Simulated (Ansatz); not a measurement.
I need a rigid torsion scan of C3H5FO, SMILES COC=CF. Use Ansatz 0.2.0, Python API. Settings (for the species named): B3LYP, def2-SVP basis, multiplicity 1, D4 dispersion.

```xyz
10

C    -0.8828   -1.1528    0.2526
O    -0.8164    0.1734    0.8434
C     0.1487    0.9894    0.3597
C     1.1513    0.7648   -0.5905
F     1.9958    1.6741   -0.9391
H    -1.7634   -1.6151    0.7202
H    -1.1314   -1.0166   -0.8228
H     0.0155   -1.6820    0.3910
H     0.1708    1.9465    0.9524
H     1.1949   -0.1330   -1.1640
```

The script, `c3h5fo_torsion.py`:
```python
# -*- coding: utf-8 -*-
import ansatz as az
from ase import Atoms

atoms = Atoms(["C", "O", "C", "C", "F", "H", "H", "H", "H", "H"], positions=[
    [-0.8828, -1.1528, 0.2526],
    [-0.8164, 0.1734, 0.8434],
    [0.1487, 0.9894, 0.3597],
    [1.1513, 0.7648, -0.5905],
    [1.9958, 1.6741, -0.9391],
    [-1.7634, -1.6151, 0.7202],
    [-1.1314, -1.0166, -0.8228],
    [0.0155, -1.682, 0.391],
    [0.1708, 1.9465, 0.9524],
    [1.1949, -0.133, -1.164],
])

first = az.Crystal.molecule_from_ase(atoms).calculation()
first = first.basis(gaussian="def2-SVP")
first = first.functional("B3LYP", dispersion="d4").relax(force_tolerance=0.02, max_steps=80)
atoms.positions = first.run(threads=1, backend="cpu").report["positions_ang"]

start = atoms.get_dihedral(1, 2, 3, 4)
energies = {}
for turn in range(0, 360, 30):
    turned = atoms.copy()
    turned.set_dihedral(1, 2, 3, 4, start + turn, indices=[3, 4, 9])
    setup = (
        az.Crystal.molecule_from_ase(turned).calculation()
        .basis(gaussian="def2-SVP")
        .functional("B3LYP", dispersion="d4")
    )
    energies[round((start + turn) % 360)] = setup.run(threads=1, backend="cpu").report["free_energy_ev"]
floor = min(energies.values())
print("dihedral O1-C2-C3-F4 (deg)   E - E(min) (kcal/mol)")
for angle, e in sorted(energies.items()):
    print(f"{angle:8d} {23.060548 * (e - floor):14.3f}  " + "#" * int(30 * (e - floor) / max(max(energies.values()) - floor, 1e-9)))
```

`python c3h5fo_torsion.py` gives:
```text
dihedral O1-C2-C3-F4 (deg)   E - E(min) (kcal/mol)
       0          2.688
      30         10.718  ###
      60         39.148  #############
      90         88.509  ##############################
     120         40.850  #############
     150         10.405  ###
     180          0.000
     210         10.437  ###
     240         40.917  #############
     270         87.740  #############################
     300         39.073  #############
     330         10.737  ###
```

The scan is rigid and the energies are electronic, in a modest basis. With rigid groups the curve can differ much from the relaxed path, the start wasn't checked as a minimum of this torsion, and equivalent turns needn't return to the same energy. b3lyp holds the VWN-RPA fit, as in Gaussian; the form of ORCA and Turbomole is b3lyp5. The whole script took 50 s on 1 thread of Arm Neoverse V2, on a shared host, peak memory 0.26 GiB.

(A comment or docstring line of the script was reworded after the run, the code is as it ran; lines on the test bed's own set-up are left out of the output.)
